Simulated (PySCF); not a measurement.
## Gas-phase XPS of `B[SiH2]O`, computed

BH5OSi.
Cartesian coordinates in Å at the PBE0-D3(BJ)/def2-SVP level; atoms count from 1:
```
atom  x, y, z in Å
B1     1.3872   -0.3224   -0.0443
Si2   -0.4223    0.5504   -0.0156
O3    -1.6690   -0.3796   -0.6361
H4     1.5484   -1.5130   -0.1849
H5     2.3776    0.3486    0.1387
H6    -0.4417    1.8146   -0.8085
H7    -0.6649    0.9157    1.4267
H8    -1.7066   -1.2896   -0.3293
```

Method: delta-SCF UKS SCAN, pcX-2 on the ionised atom, pcseg-1 elsewhere, spin-free X2C in PySCF. Vertical ΔSCF values, vacuum level as zero.

List the computed XPS lines with their assignment.

| atom(s) | bonded to | level | binding energy (eV) | 2p1/2 (eV) | count |
| --- | --- | --- | --- | --- | --- |
| Si2 | O, 2 H and B | Si 2p3/2 | 107.18 | 107.80 | 1 |
| O3 | H and Si | O 1s | 538.52 | – | 1 |
| Si2 | O, 2 H and B | Si 1s | 1847.02 | – | 1 |

What is the longest wavelength that can ionise O 1s of O3 vertically?

λ = hc/E = 12398.42 eV Å / 538.52 eV = 23.023 Å.

Not every level is listed. For 2p shells one spin-free hole was relaxed; a mean-field spin–orbit operator and the ground-state splitting of the three 2p orbitals were then diagonalised within the shell. The shell's mean is (2 × 2p3/2 + 2p1/2)/3, and the degeneracies 2j + 1 give areas of 2:1. 2p1/2 minus 2p3/2 (ligand field included): Si 0.62 eV. No level of boron is listed. Geometry: PBE0-D3(BJ)/def2-SVP, one conformer, isolated molecule.
